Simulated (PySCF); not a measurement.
CH₃O, SMILES C[O] (connectivity only; charge and spin as stated), charge -1, multiplicity 1. Heavy atoms are numbered as in [CH3:1][O:2]. Hydrogens are named by the atom that carries them.

Geometry: B3LYP-D3(BJ)/def2-TZVPD. The spin state was assumed, not searched. The isomer is the one that the SMILES or the coordinates give; other isomers of the formula were not compared.

Method: B3LYP/def2-TZVPD run with PySCF.

Mulliken values depend strongly on the basis, most of all with diffuse functions as here. ESP charges are fitted to the potential on shells at 1.4 to 2.0 van der Waals radii. Atomic charges (e), one atom of each kind:

| atom | ESP fit | IAO | Mulliken |
|---|---|---|---|
| C1 (CH3) | ___ | -0.09 | -0.57 |
| O2 | ___ | -0.92 | -0.86 |
| H on C1 | ___ | 0.00 | 0.14 |

Q: Complete the blanks. (An estimate is asked for; the answer gives what the named calculation found.)

A: 
- C1 (CH3), ESP fit: 0.87
- O2, ESP fit: -1.06
- H on C1, ESP fit: -0.27
